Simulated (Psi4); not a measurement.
# C3H6F2 (SMILES FCCCF) at 3 levels

Wanted: a comparison of 3 runs (B3LYP/cc-pVDZ, BHLYP/cc-pVDZ, PBE0/cc-pVDZ) of C3H6F2. 

The results are computed with Psi4 1.11.

1 further run of the same task is left out (set aside as unsound or not needed).

**1. The structure to begin with**

The species is C3H6F2 (11 atoms), meant as a singlet with charge 0. SMILES: `FCCCF`. One bond was lengthened or shortened from a relaxed shape.

Bond lengths: F1–C2 1.383 Å, C2–C3 1.736 Å, C3–C4 1.507 Å, C4–F5 1.386 Å, C2–H6 1.096 Å, C2–H7 1.093 Å, C3–H8 1.093 Å, C3–H9 1.095 Å, C4–H10 1.095 Å, C4–H11 1.093 Å. Some angles: F1–C2–C3 109.8°, C2–C3–C4 112.4°, C3–C4–F5 110.3°, F1–C2–H6 107.7°, F1–C2–H7 107.9°, C3–C2–H6 111.1°, C3–C2–H7 111.3°, C2–C3–H8 109.6°, C2–C3–H9 109.3°, C4–C3–H8 109.6°.

**2. A single-point energy at B3LYP/cc-pVDZ (run 1)**

The input, input.json:

```json
{
  "schema_name": "qcschema_input",
  "schema_version": 1,
  "molecule": {
    "schema_name": "qcschema_molecule",
    "schema_version": 2,
    "symbols": ["F", "C", "C", "C", "F", "H", "H", "H", "H", "H", "H"],
    "geometry": [-3.80865986, 3.07584296, -0.00721497, -1.44820295, 2.25948128, 0.76322637, -0.7086473, -0.56465017, -0.73283579, 1.82831003, -1.58396844, 0.0655735, 3.73334293, 0.07596699, -0.62587729, -1.50338296, 2.02250962, 2.81924839, -0.08136405, 3.73554635, 0.29740888, -0.73359168, -0.29158474, -2.78092096, -2.1506973, -1.97703147, -0.27797871, 1.93923695, -1.82944386, 2.11800504, 2.21740463, -3.39772757, -0.84262888],
    "molecular_charge": 0,
    "molecular_multiplicity": 1,
    "fix_symmetry": "c1"
  },
  "driver": "energy",
  "model": {
    "method": "b3lyp",
    "basis": "cc-pVDZ"
  },
  "keywords": {
    "reference": "rks",
    "puream": true,
    "e_convergence": 1e-09,
    "d_convergence": 1e-08,
    "scf_type": "pk",
    "dft_radial_points": 99,
    "dft_spherical_points": 590,
    "scf_properties": ["MAYER_INDICES", "QUADRUPOLE", "WIBERG_LOWDIN_INDICES"]
  }
}
```

Launch:

```bash
$ psi4 --qcschema input.json -n 1 --memory 1600MB
```

stdout:

```text
[...]
  Running in c1 symmetry.
[...]
  Nuclear repulsion =  178.981983741679386
[...]
  Multiplicity = 1
[...]
  Nalpha       = 21
  Nbeta        = 21
[...]
    Number of basis functions: 100
[...]
   @RKS iter   1:  -317.39814906129368   -5.29619e-01   6.15552e-03 DIIS/ADIIS
[...]
   @RKS iter  11:  -317.59700062848469   -1.09708e-11   7.62727e-09 DIIS
[...]
    Orbital Energies [Eh]
    ---------------------
    Doubly Occupied:
       1A    -24.675182     2A    -24.674279     3A    -10.272392
       4A    -10.265183     5A    -10.209432     6A     -1.188558
       7A     -1.186950     8A     -0.779341     9A     -0.683526
      10A     -0.616396    11A     -0.505710    12A     -0.501518
      13A     -0.483470    14A     -0.478113    15A     -0.451355
      16A     -0.427680    17A     -0.396644    18A     -0.352856
      19A     -0.337931    20A     -0.335554    21A     -0.307693
[...]
  @RKS Final Energy:  -317.59700062848469
   => Energetics <=
    Nuclear Repulsion Energy =            178.9819837416793860
    One-Electron Energy =                -792.0023347834317065
    Two-Electron Energy =                 327.3165290605838891
    DFT Exchange-Correlation Energy =     -31.8931786473163079
    Empirical Dispersion Energy =           0.0000000000000000
    VV10 Nonlocal Energy =                  0.0000000000000000
    Total Energy =                       -317.5970006284846932
[...]
 Multipole Moments:
 ------------------------------------------------------------------------------------
     Multipole            Electronic (a.u.)      Nuclear  (a.u.)        Total (a.u.)
 ------------------------------------------------------------------------------------
 L = 1.  Multiply by 2.5417464519 to convert [e a0] to [Debye]
 Dipole X            :          0.0391095            0.0231965            0.0623059
 Dipole Y            :          3.2993915           -3.9048506           -0.6054592
 Dipole Z            :         -0.9094968            1.2129710            0.3034742
 Magnitude           :                                                    0.6801172
 L = 2.  Multiply by 1.3450342976 to convert [e a0^2] to [Debye ang]
 Quadrupole XX       :       -334.7422564          307.5459491          -27.1963073
 Quadrupole XY       :        146.7791158         -145.5274077            1.2517081
[...]
```

The result, in JSON:

```text
{
 "driver": "energy",
 "model": {
  "method": "b3lyp",
  "basis": "cc-pVDZ"
 },
 "success": true,
 "return_result": -317.5970006284847,
 "properties": {
  "calcinfo_nbasis": 100,
  "calcinfo_nmo": 100,
  "calcinfo_nalpha": 21,
  "calcinfo_nbeta": 21,
  "calcinfo_natom": 11,
  "nuclear_repulsion_energy": 178.9819837416794,
  "return_energy": -317.5970006284847,
  "scf_one_electron_energy": -792.0023347834317,
  "scf_two_electron_energy": 327.3165290605839,
  "scf_xc_energy": -31.893178647316308,
  "scf_dipole_moment": [0.062305917663955324, -0.6054591668577203, 0.30347420500189415],
  "scf_total_energy": -317.5970006284847,
  "scf_iterations": 11
 }
}
```

Run time: 29 s. Hardware: 1 thread of Intel Xeon Platinum 8488C (Sapphire Rapids), shared host; peak memory 0.84 GiB.

**3. A single-point energy at BHLYP/cc-pVDZ (run 2)**

The input, c3h6f2.json:

```json
{
 "schema_name": "qcschema_input",
 "schema_version": 1,
 "molecule": {
  "schema_name": "qcschema_molecule",
  "schema_version": 2,
  "symbols": ["F", "C", "C", "C", "F", "H", "H", "H", "H", "H", "H"],
  "geometry": [-3.80865986, 3.07584296, -0.00721497, -1.44820295, 2.25948128, 0.76322637, -0.7086473, -0.56465017, -0.73283579, 1.82831003, -1.58396844, 0.0655735, 3.73334293, 0.07596699, -0.62587729, -1.50338296, 2.02250962, 2.81924839, -0.08136405, 3.73554635, 0.29740888, -0.73359168, -0.29158474, -2.78092096, -2.1506973, -1.97703147, -0.27797871, 1.93923695, -1.82944386, 2.11800504, 2.21740463, -3.39772757, -0.84262888],
  "molecular_charge": 0,
  "molecular_multiplicity": 1,
  "fix_symmetry": "c1"
 },
 "driver": "energy",
 "model": {
  "method": "bhhlyp",
  "basis": "cc-pVDZ"
 },
 "keywords": {
  "puream": true,
  "e_convergence": 1e-09,
  "d_convergence": 1e-08,
  "scf_type": "pk",
  "dft_radial_points": 99,
  "dft_spherical_points": 590,
  "scf_properties": ["MAYER_INDICES", "QUADRUPOLE", "DIPOLE"]
 }
}
```

Launch:

```bash
$ psi4 --qcschema c3h6f2.json -n 1 --memory 1600MB
```

stdout:

```text
[...]
  Running in c1 symmetry.
[...]
  Nuclear repulsion =  178.981983741679386
[...]
  Multiplicity = 1
[...]
  Nalpha       = 21
  Nbeta        = 21
[...]
    Number of basis functions: 100
[...]
   @RKS iter   1:  -317.34113301224073   -7.52441e-01   4.59717e-03 ADIIS/DIIS
[...]
   @RKS iter  11:  -317.44641652385627   -5.68434e-12   6.02150e-09 DIIS
[...]
    Orbital Energies [Eh]
    ---------------------
    Doubly Occupied:
       1A    -25.293873     2A    -25.293723     3A    -10.684576
       4A    -10.676628     5A    -10.619099     6A     -1.347615
       7A     -1.345122     8A     -0.891048     9A     -0.786145
      10A     -0.710596    11A     -0.588618    12A     -0.584856
      13A     -0.565530    14A     -0.563537    15A     -0.534054
      16A     -0.514350    17A     -0.470484    18A     -0.433265
      19A     -0.414923    20A     -0.411609    21A     -0.372865
[...]
  @RKS Final Energy:  -317.44641652385627
   => Energetics <=
    Nuclear Repulsion Energy =            178.9819837416793860
    One-Electron Energy =                -791.9742635721506758
    Two-Electron Energy =                 315.9541682334140660
    DFT Exchange-Correlation Energy =     -20.4083049267990937
    Empirical Dispersion Energy =           0.0000000000000000
    VV10 Nonlocal Energy =                  0.0000000000000000
    Total Energy =                       -317.4464165238562714
[...]
 Multipole Moments:
 ------------------------------------------------------------------------------------
     Multipole            Electronic (a.u.)      Nuclear  (a.u.)        Total (a.u.)
 ------------------------------------------------------------------------------------
 L = 1.  Multiply by 2.5417464519 to convert [e a0] to [Debye]
 Dipole X            :          0.0540761            0.0231965            0.0772726
 Dipole Y            :          3.2296801           -3.9048506           -0.6751706
 Dipole Z            :         -0.8756623            1.2129710            0.3373087
 Magnitude           :                                                    0.7586854
 L = 2.  Multiply by 1.3450342976 to convert [e a0^2] to [Debye ang]
 Quadrupole XX       :       -335.3113584          307.5459491          -27.7654093
 Quadrupole XY       :        146.9157011         -145.5274077            1.3882933
[...]
```

The result, in JSON:

```text
{
 "driver": "energy",
 "model": {
  "method": "bhhlyp",
  "basis": "cc-pVDZ"
 },
 "success": true,
 "return_result": -317.44641652385627,
 "properties": {
  "calcinfo_nbasis": 100,
  "calcinfo_nmo": 100,
  "calcinfo_nalpha": 21,
  "calcinfo_nbeta": 21,
  "calcinfo_natom": 11,
  "nuclear_repulsion_energy": 178.9819837416794,
  "return_energy": -317.44641652385627,
  "scf_one_electron_energy": -791.9742635721507,
  "scf_two_electron_energy": 315.95416823341407,
  "scf_xc_energy": -20.408304926799094,
  "scf_dipole_moment": [0.07727255539196354, -0.675170564079338, 0.3373086614131493],
  "scf_total_energy": -317.44641652385627,
  "scf_iterations": 11
 }
}
```

Wall time 27 s (1 thread of Intel Xeon Platinum 8488C (Sapphire Rapids), shared host); peak memory 0.84 GiB.

**4. Energy and gradient at PBE0/cc-pVDZ (run 3)**

The input, run.py:

```python
import psi4

psi4.set_memory('1600 MB')
psi4.set_num_threads(1)
psi4.set_output_file('run.log', False)

mol = psi4.geometry("""
0 1
F     -2.015456     1.627666    -0.003818
C     -0.766356     1.195666     0.403882
C     -0.375000    -0.298800    -0.387800
C      0.967500    -0.838200     0.034700
F      1.975600     0.040200    -0.331200
H     -0.795556     1.070266     1.491882
H     -0.043056     1.976766     0.157382
H     -0.388200    -0.154300    -1.471600
H     -1.138100    -1.046200    -0.147100
H      1.026200    -0.968100     1.120800
H      1.173400    -1.798000    -0.445900
symmetry c1
no_reorient
no_com
""")

psi4.set_options({
    'basis': 'cc-pVDZ',
    'puream': True,
    'e_convergence': 1e-09,
    'd_convergence': 1e-08,
    'scf_type': 'pk',
    'dft_radial_points': 99,
    'dft_spherical_points': 590,
})

e, wfn = psi4.gradient('pbe0', molecule=mol, return_wfn=True)
print('gradient / Eh bohr^-1')
print(e.np.round(6))
print(f'energy = {wfn.energy():.10f} Eh')
for k, v in sorted(psi4.core.scalar_variables().items()):
    print(f'{k:45s} {v:18.10f}')
```

Launch:

```bash
$ python run.py
```

run.log:

```text
[...]
  Running in c1 symmetry.
[...]
  Nuclear repulsion =  178.981983696143857
[...]
  Multiplicity = 1
[...]
  Nalpha       = 21
  Nbeta        = 21
[...]
    Number of basis functions: 100
[...]
   @RKS iter   1:  -317.10822687142502   -5.73150e-01   5.46353e-03 DIIS/ADIIS
[...]
   @RKS iter  11:  -317.26356676055070   -7.33280e-12   6.98213e-09 DIIS
[...]
  @RKS Final Energy:  -317.26356676055070
   => Energetics <=
    Nuclear Repulsion Energy =            178.9819836961438568
    One-Electron Energy =                -791.9320329197687443
    Two-Electron Energy =                 325.3424849670738013
    DFT Exchange-Correlation Energy =     -29.6560025039996162
    Empirical Dispersion Energy =           0.0000000000000000
    VV10 Nonlocal Energy =                  0.0000000000000000
    Total Energy =                       -317.2635667605507024
[...]
 Multipole Moments:
 ------------------------------------------------------------------------------------
     Multipole            Electronic (a.u.)      Nuclear  (a.u.)        Total (a.u.)
 ------------------------------------------------------------------------------------
 L = 1.  Multiply by 2.5417464519 to convert [e a0] to [Debye]
 Dipole X            :          3.0256768           -2.9614881            0.0641888
 Dipole Y            :        -27.9118757           27.2937339           -0.6181417
 Dipole Z            :          4.1013940           -3.7889122            0.3124818
 Magnitude           :                                                    0.6956035
[...]
  -Total Gradient:
     Atom            X                  Y                   Z
    ------   -----------------  -----------------  -----------------
       1       -0.005841709547     0.005591276702     0.000414156463
       2       -0.001921545745     0.050008094226     0.032636179130
       3        0.007550419459    -0.051300019432    -0.032452789695
       4        0.001872481273    -0.011225017074     0.000808628539
       5       -0.000853581020    -0.001582451922     0.000440916392
       6       -0.001439262262     0.006408229048    -0.003681324863
       7       -0.006704418148     0.001011582754     0.004752176117
       8        0.001327312447    -0.005932511872     0.003682407747
       9        0.006121608805    -0.001037789046    -0.003652859245
      10        0.000101981550     0.001803133939    -0.005672450530
      11       -0.000208037874     0.006253687043     0.002719940559
[...]
```

On the terminal:

```text
gradient / Eh bohr^-1
[[-0.005842  0.005591  0.000414]
 [-0.001922  0.050008  0.032636]
 [ 0.00755  -0.0513   -0.032453]
 [ 0.001872 -0.011225  0.000809]
 [-0.000854 -0.001582  0.000441]
 [-0.001439  0.006408 -0.003681]
 [-0.006704  0.001012  0.004752]
 [ 0.001327 -0.005933  0.003682]
 [ 0.006122 -0.001038 -0.003653]
 [ 0.000102  0.001803 -0.005672]
 [-0.000208  0.006254  0.00272 ]]
energy = -317.2635667606 Eh
CURRENT ENERGY                                   -317.2635667606
CURRENT REFERENCE ENERGY                         -317.2635667606
DD SOLVATION ENERGY                                 0.0000000000
DFT FUNCTIONAL TOTAL ENERGY                      -317.2635667606
DFT TOTAL ENERGY                                 -317.2635667606
DFT VV10 ENERGY                                     0.0000000000
DFT XC ENERGY                                     -29.6560025040
GRID ELECTRONS ALPHA                               20.9999996404
GRID ELECTRONS BETA                                20.9999996404
GRID ELECTRONS TOTAL                               41.9999992808
NUCLEAR REPULSION ENERGY                          178.9819836961
ONE-ELECTRON ENERGY                              -791.9320329198
PCM POLARIZATION ENERGY                             0.0000000000
PE ENERGY                                           0.0000000000
SCF ITERATION ENERGY                             -317.2635667606
SCF ITERATIONS                                     11.0000000000
SCF TOTAL ENERGY                                 -317.2635667606
TWO-ELECTRON ENERGY                               325.3424849671
XC GRID RADIAL POINTS                              99.0000000000
XC GRID SPHERICAL POINTS                          590.0000000000
XC GRID TOTAL POINTS                           604851.0000000000
```

Run time: 40 s. Hardware: 1 thread of Intel Xeon Platinum 8488C (Sapphire Rapids), shared host; peak memory 0.84 GiB.

**5. The series**

```
run          level      task  energy (Eh)  dipole moment (D)  HOMO energy (eV)  LUMO energy (eV)  wall time
  1  B3LYP/cc-pVDZ    energy  -317.597001               1.73             -8.37              1.50       29 s
  2  BHLYP/cc-pVDZ    energy  -317.446417               1.93            -10.15              2.53       27 s
  3   PBE0/cc-pVDZ  gradient  -317.263567               1.77             -8.65              1.85       40 s
```

**6. Outcome**

| quantity | value |
| --- | --- |
| run 3: total energy | -317.26357 Eh |
| run 3: dipole moment | 1.77 D |
| run 3: HOMO energy | -8.65 eV |
| run 3: LUMO energy | 1.85 eV |
| run 3: HOMO–LUMO gap | 10.51 eV |
| run 3: largest force on an atom | 3.146 eV/Å |

In words: The dipole moment (its size) runs from 1.73 D (B3LYP/cc-pVDZ) to 1.93 D (BHLYP/cc-pVDZ). The HOMO–LUMO gap runs from 9.87 eV (B3LYP/cc-pVDZ) to 12.68 eV (BHLYP/cc-pVDZ). Totals of different functionals can't be ranked against each other. All runs together took 96 s, the longest 40 s.
